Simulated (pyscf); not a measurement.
Thermochemistry of product channels of HO–PH–OH on the singlet surface, in kJ/mol, from ωB97M-D3(BJ)/def2-TZVP energies (ideal gas, 1 atm, RRHO with modes under 100 cm⁻¹ raised to 100, one conformer, R ln 2 for chiral ones without a mode under 150 cm⁻¹). Structures and frequencies: ωB97X-D3(BJ)/def2-SVP in PySCF.

```csv
products,ΔE,ΔH(298 K),ΔG(298 K),ΔG(900 K)
O=P–OH + hydrogen (H₂),+35.4,+13.1,-22.1,-95.9
water (H₂O) + O=PH,[?],+153.1,+108.4,[?]
```

Question: Fill in the missing entries.

Answer: 
- water (H₂O) + O=PH, ΔE: +165.9
- water (H₂O) + O=PH, ΔG(900 K): +19.7

The channel to H₂O + O=PH turns favourable between 298 and 1200 K (ΔG from +108.4 kJ/mol to -22.4 kJ/mol).

These are energies of the channels, which say nothing of barriers.
